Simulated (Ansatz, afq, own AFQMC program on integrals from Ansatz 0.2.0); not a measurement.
**CO, triplet → CO⁺, doublet**

```yaml
atoms:
  - { symbol: O, position_ang: [0.0000, 0.0000, 0.0000] }
  - { symbol: C, position_ang: [0.0000, 0.0000, 1.1955] }
```

E(doublet, charge +1) − E(triplet, charge +0) at this geometry, on UHF and UHF determinants.

Basis 6-31G. Noble-gas cores (and the filled d shells of Ga–Kr and In–Xe) are frozen. Integrals, coupled cluster, full CI and functionals: Ansatz 0.2.0; the random walks run on the same integrals in our own AFQMC program. ph-AFQMC/CISD is guided by a CISD state made of CCSD amplitudes; releasing the constraint for a short imaginary time cuts its bias at the price of noise, slowly where states lie close. Error bars are statistical, one sigma. The errors of all members are added in quadrature.

Full CI on the same integrals is exact in this basis and with this determinant's frozen core.

Errors are counted within 6-31G, not against nature.

Cautions: CO (triplet): lower spins were not checked, strong correlation (T1 0.061, weight of the determinant 0.84, largest double 0.13), unrestricted determinant spin contaminated (⟨S²⟩ 2.28 against 2.00), its ph-AFQMC/CISD value lies 40 ± 5 meV above full CI; CO⁺ (doublet): strong correlation (T1 0.090, weight of the determinant 0.76, largest double 0.13), unrestricted determinant spin contaminated (⟨S²⟩ 1.37 against 0.75), CCSD(T) is in doubt: in a space of 9 electrons in 8 natural orbitals full CI lies 121 meV below it, the released energies have errors that jump between times, so the bars are unsure, so no released level is given (meV from the phaseless value at times in 1/Eh: -12 ± 5 at 0.24, -28 ± 4 at 0.51, -32 ± 3 at 0.99, -49 ± 12 at 1.62, -40 ± 3 at 2.40), the ph-AFQMC/HF walk drifts between its halves (2.2 errors), its ph-AFQMC/CISD value lies 24 ± 5 meV above full CI.

```tsv
level	vertical ionization energy (kJ/mol)
HF	826.1
CCSD	753.4
```

(1) From these cheaper values, estimate the vertical ionization energy at the reference level in 6-31G.

(1) 738.5 kJ/mol (full CI in 6-31G).

```json
{"level": "MP2", "vertical ionization energy (kJ/mol)": "789.1", "error against FCI (kJ/mol)": "50.6"}
{"level": "CCSD(T)", "vertical ionization energy (kJ/mol)": "747.8", "error against FCI (kJ/mol)": "9.3"}
{"level": "ph-AFQMC/HF", "vertical ionization energy (kJ/mol)": "742.6 ± 3.2", "error against FCI (kJ/mol)": "4.0 ± 3.2"}
{"level": "ph-AFQMC/CISD", "vertical ionization energy (kJ/mol)": "736.9 ± 0.7", "error against FCI (kJ/mol)": "-1.6 ± 0.7"}
```

Correlation beyond CCSD(T) takes off 9.3 kJ/mol. The perturbative (T) step is worth −5.6 kJ/mol. Where the cautions show a poor determinant, the low rows tell how each method copes with it, not its usual error.

A walk keeps the symmetry of its determinant, which the program's search chose and which needn't be the lowest solution, so a lower state of the same spin and another symmetry isn't excluded.
